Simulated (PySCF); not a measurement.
Geometry:
```csv
atom,x (Å),y (Å),z (Å)
C1,2.234,-0.216,-0.472
C2,1.120,0.195,-0.295
C3,-0.239,0.662,-0.072
C4,-1.186,-0.456,0.356
H5,3.223,-0.576,-0.628
H6,-0.606,1.132,-0.991
H7,-0.221,1.449,0.688
H8,-1.231,-1.237,-0.404
H9,-0.850,-0.912,1.288
H10,-2.193,-0.063,0.508
```

PySCF 2.14.0 with density-fitted response routines calculation with shieldings: GIAO B97-2/pcSseg-2 and coordinates at the PBE0-D3(BJ)/def2-TZVP level; isolated molecule, averaged over atoms made equivalent by symmetry, fast rotation or ring inversion, single conformer, non-relativistic.

Chemical shifts δ = σref − σ; ¹³C (185.38 ppm) and ¹H (31.64 ppm) against TMS, all at this level.

```
    atoms  nucleus  count  δ (ppm)
       C3      ¹³C      1     16.2
       C4      ¹³C      1     16.9
       C1      ¹³C      1     71.8
       C2      ¹³C      1        ?
       H5       ¹H      1     1.53
    H6/H7       ¹H      2     2.25
H8/H9/H10       ¹H      3        ?
```

Fill in the missing shifts.

Answers


- C2: 89.9 ppm, alkyne carbon; sp carbons lie upfield of alkene carbons because the cylindrical π system leaves one tensor component strongly shielded
- H8/H9/H10: 1.14 ppm, hydrogen on a methyl carbon

Shifts are as computed. Against solution values, carbons near 30 ppm lie about +3 ppm off and those near 130 ppm about +7 ppm. Of 1211 compounds with measured shifts, 218 miss one by over three times the rms of a fit or turn the order of signals round; such compounds aren't used in these exercises.
